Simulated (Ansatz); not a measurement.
An input for doublet [C2H4]+

The species is [C2H4]+ (6 atoms), meant as a doublet with charge +1. SMILES of the parent species: `C=C`. The shape was relaxed beforehand at B3LYP/def2-SVP.

```xyz
6

C    -0.0924   -0.6750   -0.1506
C     0.0921    0.6751    0.1506
H    -0.2021   -1.4285    0.6464
H    -0.1333   -1.0272   -1.1943
H    -0.2517    1.4661   -0.5358
H     0.5874    0.9896    1.0837
```

Settings wanted:

```
basis set              : def2-TZVPP
integral approximation : automatic
task                   : energy
method                 : DFT
functional             : CAM-B3LYP
reference              : UKS
accuracy               : medium
start density          : atoms
```

Write the Ansatz 0.2.0 input and the command.

One that was run (others would do as well):

molecule.yaml:
```yaml
crystal:
  periodic: [false, false, false]
  atoms:
    - {symbol: C, position_ang: [-0.092358, -0.675029, -0.150601]}
    - {symbol: C, position_ang: [0.092092, 0.675062, 0.150588]}
    - {symbol: H, position_ang: [-0.202072, -1.428549, 0.646367]}
    - {symbol: H, position_ang: [-0.133346, -1.027190, -1.194270]}
    - {symbol: H, position_ang: [-0.251688, 1.466094, -0.535771]}
    - {symbol: H, position_ang: [0.587381, 0.989601, 1.083688]}
basis:
  gaussian:
    orbitals: def2-TZVPP
total_charge: 1
magnetization:
  spin_polarized: true
  initial_magnetization: 1
hamiltonian:
  xc: {name: CAM-B3LYP}
```

```bash
$ ansatz run molecule.yaml --threads 1 --pin off --max-ram 3480MiB --events-out events.jsonl --progress --plain --runs-dir runs
```

Calculated total energy: -78.18835 Eh.
